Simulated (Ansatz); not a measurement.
## OF⁺, singlet in 6-31G: errors against full CI

Geometry: a point of a stretch scan, not a stationary point.

```xyz
2

O     0.0000    0.0000    0.0000
F     0.0000    0.0000    1.3310
```

Basis 6-31G; Ansatz 0.2.0. Only valence electrons are correlated (noble-gas cores frozen), which leaves 12 electrons in 16 orbitals. R marks a restricted (for open shells ROHF) determinant, U an unrestricted one. Active spaces: pair = (2e, 2o) about the gap; valence = (12e, 8o) chosen from the atoms' valence shells.

Full CI is exact within this basis and frozen core; it isn't the basis-set limit. The frozen core follows each run's orbitals, which can shift R against U totals by a few meV.

The determinant fills πx and πy unequally, so it is a mixture of Σ and Δ, which weighs on every level built on one determinant.

RHF is unstable: UHF (⟨S²⟩ = 1.00) lies 2.14 eV below the lowest RHF solution. Higher spins weren't run at this geometry and may lie near or lower.

```
UHF ⟨S²⟩                          : 1.003
T1 diagnostic (RCCSD)             : 0.0821
largest doubles amplitude (RCCSD) : 0.159
```

| level | E − E(full CI) (kJ/mol) | share of correlation (%) | wall time |
| --- | --- | --- | --- |
| RHF | 820.3 | 0.00 | – |
| UHF† | 613.9 | – | – |
| RMP2 | 138.2 | 83.16 | – |
| UMP2† | 29.9 | – | – |
| CISD | 138.7 | 83.09 | 0.39 s |
| RCCSD | 80.1 | 90.23 | – |
| UCCSD*† | -67.7 | – | – |
| RCCSD(T) | 26.5 | 96.77 | 0.24 s |
| UCCSD(T)*† | -108.6 | – | 1.2 s |
| BCCD(T)* | 31.9 | 96.11 | 0.3 s |
| RCCSDT* | 15.2 | 98.15 | – |
| UCCSDT*† | -141.1 | – | – |
| CISDTQ | 18.6 | 97.74 | 3.8 s |
| RCCSDT(Q)* | -2.0 | 100.25 | 1.1 s |
| UCCSDT(Q)*† | -154.6 | – | 10 s |
| RCCSDTQ* | 2.8 | 99.66 | 19 s |
| UCCSDTQ*† | -151.0 | – | 2.1 min |
| CASSCF (valence space) | 356.1 | 56.58 | – |
| NEVPT2 (valence space) | 61.2 | 92.54 | 0.3 s |
| MRCISD (valence space) | 16.6 | 97.97 | – |
| MRCISD+Q (valence space) | 4.8 | 99.41 | 1.4 s |

An asterisk marks runs whose energy the program itself flagged as in doubt. A dagger marks rows that describe another state than the reference (another or a broken symmetry, a higher spin or other natural occupations), so the difference holds a gap between states beside the method's error.

The correlation energy at full CI, counted from RHF, is -8.501 eV. That run took 3.1 min on 1 thread of Arm Neoverse V1, shared host over 16,036,672 determinants.

Run but not shown, since their state, orbitals or frozen core can't be matched to the reference's or they repeat it: CASSCF (pair space), NEVPT2 (pair space), MRCISD (pair space), MRCISD+Q (pair space).

Times hold each run's SCF and search for its determinant on a shared host, so for small cases they say little of a method's own cost; they ran on 1 thread of Arm Neoverse V1.

Not variational, and here over 5 meV under the exact energy: RCCSDT(Q).

Unrestricted levels hold only the spin's projection, and here they fall towards a lower state of higher spin.

The full-CI state has the irrep A1 of C2v, in the program's axes (one component, if the state is degenerate).

Natural occupations of full CI about the gap: 1.922 1.922 1.907 1.059 1.059 0.095 0.012 0.012 0.009 0.007; effectively unpaired electrons, Σ n²(2−n)², 2.10. No single determinant describes this state well, so single-reference rows can miss without a flag.
